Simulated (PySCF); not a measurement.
CH₃O, SMILES C[O] (connectivity only; charge and spin as stated), charge -1, multiplicity 1.

The structure is a stationary point at B3LYP-D3(BJ)/def2-TZVPD. The spin state was assumed, not searched. The isomer is the one that the SMILES or the coordinates give; other isomers of the formula were not compared.

These are B3LYP-D3(BJ)/def2-TZVPD (PySCF 2.14.0) values and carry that method's errors.

No scaling factor is applied to the harmonic values.

Modes within 1.5 cm⁻¹ of each other (mostly degenerate sets) share a row, with their intensities summed.

Give all harmonic wavenumbers and intensities. (The exact figures need the calculation; the answer reports its results.)


| mode | ν (cm⁻¹) | IR (km/mol) | Raman (Å⁴/amu) | depolarisation | moving atoms (share of kinetic energy) |
|---|---|---|---|---|---|
| 1 | 1140 | 440.3 | 30.4 | 0.23 | C 48 %, O 47 % |
| 2–3 | 1167 | 0.9 | 6.4 | 0.75 | H 74 %, C 20 % |
| 4–5 | 1437 | 61.5 | 121.9 | 0.75 | H 94 % |
| 6 | 1459 | 108.9 | 0.3 | 0.07 | H 87 %, C 12 % |
| 7–8 | 2469 | 1370.8 | 2287.6 | 0.75 | H 92 % |
| 9 | 2600 | 684.2 | 346.5 | 0.03 | H 99 % |
